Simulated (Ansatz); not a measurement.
# What a trial cell of Hf₃H relaxes into

Method: Ansatz 0.2.0, DFT PBE, scalar-relativistic, plane waves, PAW. Cutoff 420 eV, Γ-centred k mesh, Gaussian smearing, no spin polarisation in the final step.

Hf₃H was placed on the Cu3Au (L1_2) structure type (Pm-3m, No. 221), with H in place of Au, Hf in place of Cu, at a guessed volume.

```
CELL_PARAMETERS angstrom
3.98527 0.00000 0.00000
0.00000 3.98527 0.00000
0.00000 0.00000 3.98527
ATOMIC_POSITIONS crystal
Hf 0.00000 0.50000 0.50000
Hf 0.50000 0.00000 0.50000
Hf 0.50000 0.50000 0.00000
H 0.00000 0.00000 0.00000
```

Cell and atoms relax at zero pressure; the relaxation can't lower the symmetry of the start. After a coarse first stage the cell is made exact in the group found at 0.06 Å.

Formation energies are uncorrected and refer to the elements' standard structures at the same level (H₂ as a molecule).

(1) Which crystal results?

(2) What are its volume, energy, density and gap?

Answers

(1) It keeps Pm-3m (No. 221). The result has the Cu3Au (L1_2) structure. Conventional cell: a = 4.228 Å. Around Hf lie 4 H at 2.99 Å and 8 Hf at 2.99 Å; around H lie 12 Hf at 2.99 Å.

```xyz
4
Lattice="4.2281 0.0000 0.0000 0.0000 4.2281 0.0000 0.0000 0.0000 4.2281" Properties=species:S:1:pos:R:3 pbc="T T T"
Hf    0.0000    2.1141    2.1141
Hf    2.1141    0.0000    2.1141
Hf    2.1141    2.1141    0.0000
H     0.0000    0.0000    0.0000
```

(2) The volume per atom is 18.90 Å³, the density is 11.79 g/cm³ and the energy over the elements is 0.80 eV/atom. The gap on the 12×12×12 mesh is 0 eV (a metal).

The final run used a 12×12×12 mesh on its 4-atom cell and 0.10 eV smearing. The k mesh leaves about 4 meV/atom of noise in metals. Spin–orbit coupling is left out. A structure relaxed within its symmetry needn't be a true minimum.

Cost: 3 runs of about 1.4 core-minutes in all, on Arm Neoverse V1 (shared hosts).